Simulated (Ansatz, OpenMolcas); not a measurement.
# Errors in the atomisation enthalpy at 298 K

6 molecules with nitrogen; the atomisation enthalpy at 298 K in kJ/mol, computed less measured. Shapes, held fixed at every level: PBE0-D4/def2-TZVP. Flexible molecules stand in one conformer, not always the lowest. Thermal terms are harmonic and unscaled (PBE0-D4/def2-TZVP); the spin-orbit lowering of the free atoms is taken from their spectra. Programs: Ansatz 0.2.0, OpenMolcas 26.06. A level may come from different programs for different species; with the same settings they agree closely. Measured values: Active Thermochemical Tables, CRC Handbook of Chemistry and Physics.

Levels: A = HF/3-21G; B = r2SCAN-D4/def2-TZVPP; C = B3LYP/6-31G* (spherical functions); D = B3LYP-D4/def2-TZVPP; E = CCSD(T)/def2-TZVPP.

```tsv
molecule	from tabulated heats	A	B	C	D	E
HNC (hydrogen isocyanide)	1215	-574	-20	-27	+7	-48
HCN (hydrogen cyanide)	1278	-600	-23	-21	+1	-50
CHNS (SMILES N=C=S)	1557	-855	+24	-24	+19	-72
N2H4 (hydrazine)	1721	-911	-27	-33	+23	-73
CH5N (methylamine)	2300	-828	-15	-15	+14	-64
C2H7N (ethanamine)	3480	-1152	-10	-16	+15	-89
```

Sum up the errors.


```tsv
level	kind	mean error	mean absolute error	worst case
HF/3-21G	Hartree–Fock	-820.0	820.0	C2H7N
r2SCAN-D4/def2-TZVPP	meta-GGA	-11.8	19.8	N2H4
B3LYP/6-31G* (spherical functions)	global hybrid	-22.7	22.7	N2H4
B3LYP-D4/def2-TZVPP	global hybrid	+13.2	13.2	N2H4
CCSD(T)/def2-TZVPP	coupled cluster or CI	-66.0	66.0	C2H7N
```

On this set B3LYP-D4/def2-TZVPP has the smallest mean absolute error and HF/3-21G the largest. HF/3-21G is too low in 6 of 6; r2SCAN-D4/def2-TZVPP is too low in 5 of 6; B3LYP/6-31G* (spherical functions) is too low in 6 of 6; B3LYP-D4/def2-TZVPP is too high in 6 of 6; CCSD(T)/def2-TZVPP is too low in 6 of 6. For HF/3-21G and CCSD(T)/def2-TZVPP the error grows with the size of the molecule. Hartree–Fock lacks correlation and underbinds. Rows in very small basis sets show the basis more than the method. Correlated wave functions converge slowly with the basis. The set is small.
